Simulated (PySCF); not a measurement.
SMILES F[PH3+], [FH3P]+, charge +1

Cartesian coordinates in Å; atom numbers follow the order of the lines, from 1:
```xyz
5

F     1.5647   -0.2218    0.2546
P     0.0456   -0.0557    0.0090
H    -0.6105   -0.1092    1.2538
H    -0.1675    1.1900   -0.6121
H    -0.3836   -1.1062   -0.8248
```

Total charge +1.

Level of theory: GIAO B3LYP/cc-pVTZ magnetisability, rotational g tensor and spin-rotation constants, non-relativistic, gas phase (PySCF). Geometry: PBE0-D3(BJ)/def2-SVP.

For an ion the centre-of-mass motion in the field is neglected.

Question: Give the nuclear spin-rotation constants along the inertial axes (H = +C I·J) beside the isotropic shieldings.

Answer: Rotational constants 93.4590, 14.8930, 14.8925 GHz.
```csv
atom,isotope,Caa (kHz),Cbb (kHz),Ccc (kHz),mean (kHz),σ (ppm)
F1,19F,67.242,1.065,1.065,23.124,416.3
P2,31P,121.880,28.201,28.200,59.427,265.6
H3,1H,-10.189,-0.539,-0.539,-3.755,23.4
H4,1H,-10.182,-0.539,-0.539,-3.753,23.4
H5,1H,-10.188,-0.539,-0.539,-3.755,23.4
```
Where two moments of inertia are equal or nearly so, the constants along those axes are given as their average.
For the geometry as given, no vibrational averaging.
